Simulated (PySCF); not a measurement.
A mixed set of molecules.

All values: PBE0/def2-SVPD (PySCF) at PBE0-D3(BJ)/def2-SVP geometries, gas phase, one conformer each. Core orbitals are frozen in the response; Δα² is half the sum of the squared differences of the principal polarisabilities. Atoms past krypton carry effective core potentials. The calculation is non-relativistic apart from the core potentials, for selenium too. Dipoles and anisotropies that the point group forbids are given as zero.

Problem. Rank by polarisability anisotropy Δα, lowest first.
A. `c1cc2[nH]ccc2[nH]1`
B. `[CH2:1]=[CH:2][c:3]1[cH:4][n:5][se:6][n:7]1` with C1–C2–C3–C4 180°
C. `[O]=[Cr](=[O])=[O]`
D. `[O]=[Os](=[O])(=[O])=[O]`

Solution. D (0.00 Å³), C (3.31 Å³), A (8.28 Å³), B (9.72 Å³).

Problem. Rank by dipole moment, highest first.
A. `[O]=[Cr](=[O])=[O]`
B. `[O]=[Os](=[O])(=[O])=[O]`
C. `[CH2:1]=[CH:2][c:3]1[cH:4][n:5][se:6][n:7]1` with C1–C2–C3–C4 180°

Solution. A (3.07 D), C (1.32 D), B (0.00 D).

All values together:

```csv
SMILES,formula,μ (D),HOMO (eV),LUMO (eV),α (Å³),Δα (Å³),electrons,α per electron (Å³),ΔSCF removal energy (eV)
C=Cc1cn[se]n1,C4H4N2Se,1.32,-7.03,-2.15,13.13,9.72,76,0.173,–
[O]=[Os](=[O])(=[O])=[O],OsO4,0.00,-10.73,-4.47,7.13,0.00,108,0.066,–
c1cc2[nH]ccc2[nH]1,C6H6N2,0.00,-5.28,0.65,12.21,8.28,56,0.218,7.12
[O]=[Cr](=[O])=[O],CrO3,3.07,-9.47,-5.30,5.47,3.31,48,0.114,–
```

Conformers: `[CH2:1]=[CH:2][c:3]1[cH:4][n:5][se:6][n:7]1` with C1–C2–C3–C4 180°.

A dash marks a removal energy that wasn't run or isn't settled.
